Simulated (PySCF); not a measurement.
## Field gradients at the hydrogen positions

Compound: C₅H₉ (charge -1).
Numbering: `[CH2-:1]/[C:2]([CH3:3])=[CH:4]\[CH3:5]` (hydrogens: H6, H7 on C1; H8, H9, H10 on C3; H11 on C4; H12, H13, H14 on C5)

Geometry (GFN2-xTB, Å), atoms numbered from 1 in this order:
```xyz
14
C5H9 angstrom
C     -0.7016    1.2939   -0.5890
C     -0.4943    0.0392   -0.0628
C     -1.7380   -0.7988    0.1872
C      0.7063   -0.5428    0.3058
C      2.0423    0.1043    0.1034
H     -1.7013    1.7010   -0.6975
H      0.1055    1.9953   -0.7459
H     -1.5444   -1.8606    0.0157
H     -2.0784   -0.6921    1.2230
H     -2.5580   -0.4911   -0.4644
H      0.7303   -1.6045    0.5427
H      2.0080    1.1627    0.3813
H      2.4121    0.0709   -0.9428
H      2.8108   -0.3777    0.7212
```

Level: PBE0/pcSseg-1 (PySCF, non-relativistic); Q(2H) = 0.00286 b; rigid geometry, the same for H and D, with no vibrational averaging.

Question: Rank these positions by the coupling χzz of a deuteron there, largest first.
A. H11 (hydrogen on carbon)
B. H13 (methyl hydrogen)
C. H7 (hydrogen on carbon)
D. H14 (methyl hydrogen)
E. H6 (hydrogen on carbon)

Answer: C (239 kHz), E (234 kHz), A (228 kHz), D (208 kHz), B (193 kHz).

Question: Tabulate Vzz, the asymmetry η and χzz = 234.96 MHz × Q × Vzz for every hydrogen position.

Answer: 
```tsv
atom	bonded to	bond length (Å)	Vzz (au)	η	χzz (kHz)
H6	C1	1.085	0.3479	0.17	234
H7	C1	1.081	0.3549	0.16	239
H8	C3	1.093	0.3139	0.01	211
H9	C3	1.096	0.3112	0.00	209
H10	C3	1.092	0.3153	0.01	212
H11	C4	1.088	0.3387	0.20	228
H12	C5	1.095	0.3105	0.01	209
H13	C5	1.110	0.2874	0.01	193
H14	C5	1.098	0.3101	0.01	208
```

Question: How does χzz go with the bond length over the 9 C–H bonds?

Answer: A straight-line fit has a slope of -16.4 kHz for each 0.01 Å, with a correlation coefficient of -0.95, over lengths from 1.081 to 1.110 Å. The longer bonds have the smaller couplings here.

Isolated species at its GFN2-xTB geometry, gas phase. GFN2-xTB frequencies show an imaginary mode (22i cm⁻¹), so this geometry is no minimum at that level. The pcSseg-1 basis has no diffuse functions, a weakness for an anion. The HOMO energy is positive at this level (+1.72 eV), so the outermost electrons may be held by the finite basis alone. GFN2-xTB bond lengths can be off by several hundredths of an ångström, more for odd bonds, and the gradients follow them. A larger basis could move these couplings by a tenth or more.
